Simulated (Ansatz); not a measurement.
Basis-set extrapolation for `C=[C]F` radical (PBE0-D4/def2-TZVP geometry, frozen core, Ansatz). Multiplicity 2, UHF reference.

```
                      def2-TZVPP   def2-QZVPP
                 HF  -176.315543  -176.323347
    MP2 correlation    -0.523921    -0.566998
CCSD(T) correlation    -0.573194      not run
```

Energies in hartree. Use E(X) = E(∞) + A·exp(−7.88·√X) for Hartree–Fock and E(X) = E(∞) + B·X^(−2.97) for correlation, with X = 3 and 4, and add CCSD(T) minus MP2 of the smaller set to the MP2 limit.

Q: What is the CCSD(T) energy at the basis-set limit?

A: HF limit: -176.323347 + (-0.007804) × 0.13774 = -176.32442. MP2 limit: -0.566998 + (-0.043077) × 0.74074 = -0.59891. Higher-order term: -0.573194 − (-0.523921) = -0.04927. Total: -176.97260 hartree, 52.6 kcal/mol below CCSD(T)/def2-TZVPP.

The UHF reference is spin-contaminated (⟨S²⟩ = 0.93, T1 = 0.035).
